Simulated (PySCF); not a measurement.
# L and K shells in dihydrogen phosphate

Dihydrogen phosphate, H2O4P (charge -1).
Z-matrix (Å and degrees, PBE0-D3(BJ)/def2-SVP geometry), rows numbered from 1:
```
O 
P   1  1.5020
O   2  1.5019  1  126.01
O   2  1.6716  1  108.53  3   125.75
O   2  1.6719  1  105.15  3  -127.26
H   4  0.9636  2  102.20  1  -144.61
H   5  0.9635  2  102.07  1    -6.88
```

Theory: PySCF, delta-SCF UKS SCAN, pcX-2 on the ionised atom, pcseg-1 elsewhere, spin-free X2C. Vertical ΔSCF values, vacuum level as zero. Spin–orbit coupling isn't in the SCF: each 2p doublet comes from a relaxed spin-free hole plus a matrix of the shell (mean-field spin–orbit coupling and the ground-state 2p splitting), with 2p3/2 averaged over its two sublevels. The splitting includes the ligand field, and 2p3/2 is the mean of two sublevels.

Question: Give the 2p3/2 and 2p1/2 binding energies and the splitting.

Answer: 
| atom | environment | 2p3/2 (eV) | 2p1/2 (eV) | splitting (eV) | mean of the shell (eV) |
| --- | --- | --- | --- | --- | --- |
| P2 | phosphoryl phosphorus | 133.60 | 134.50 | 0.90 | 133.90 |

Question: What are the 1s binding energies of the same atoms?

Answer: P2 2148.01 eV.

Question: Which Kα1 and Kα2 emission energies and wavelengths follow?

Answer: The photon carries the difference of the 1s-hole and 2p-hole states, both at the ground state's geometry; λ = 12398.42 eV Å/E.

| atom | Kα1 (eV) | Kα2 (eV) | λ(Kα1) (Å) | λ(Kα2) (Å) |
| --- | --- | --- | --- | --- |
| P2 | 2014.41 | 2013.51 | 6.1549 | 6.1576 |

Question: And the 1s levels of the other atoms?

Answer: O1/O3 (oxygen bonded to P) 531.16 eV; O4/O5 (hydroxyl oxygen) 533.78 eV.

Atoms equivalent by their bonding share one computed value, that of the first of them. The species carries charge -1, so core ionisation leaves a neutral species. The basis sets have no added diffuse functions. Isolated species at its PBE0-D3(BJ)/def2-SVP geometry (one conformer only).
